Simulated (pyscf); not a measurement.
Thermochemistry of product channels of F–CH•–F + SiH₄ on the doublet surface, in kJ/mol, from CCSD(T)/def2-TZVPP + ΔMP2(QZVPP) energies (ideal gas, 1 atm, RRHO with modes under 100 cm⁻¹ raised to 100, one conformer, R ln 2 for rigid chiral ones). PySCF, gas phase, ωB97X-D3(BJ)/def2-SVP geometries. MP2 and CC: frozen core, UHF for open shells. ΔMP2 is the change of the MP2 total energy from the triple- to the quadruple-zeta basis.

| products | ΔE | ΔH(298 K) | ΔG(900 K) | ΔG(1200 K) |
|---|---|---|---|---|
| HF + F–CH•–SiH₃ | -58.4 | -55.8 | -70.1 | -77.4 |
| F–SiH₃ + •H₂C–F | … | -172.0 | -185.1 | -189.5 |

Q: What belongs in the gaps?

A: 
- F–SiH₃ + •H₂C–F, ΔE: -176.7

These are energies of the channels, which say nothing of barriers. The CCSD(T) − MP2 part came from Ansatz, without density fitting, on the same reference.
